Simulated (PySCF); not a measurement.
trimethylamine (C3H9N), SMILES CN(C)C.

Geometry: B3LYP-D3(BJ)/def2-SVP.

Calculation: PBE/def2-TZVP run with PySCF.

The molecule is in vacuum.

Computed frontier levels, gap, dipole moment and polarisability:
- highest occupied level = -4.74 eV
- lowest empty level = 0.35 eV
- orbital gap = 5.09 eV
- dipole moment = 0.34 D
- quadrupole, principal values (traceless, Buckingham form, about the centre of nuclear charge) = -3.41, 1.71, 1.71 D·Å
- mean static polarisability = 50.8 bohr³ (7.53 Å³)
- polarisability, principal values = 46.9, 52.8, 52.8 bohr³
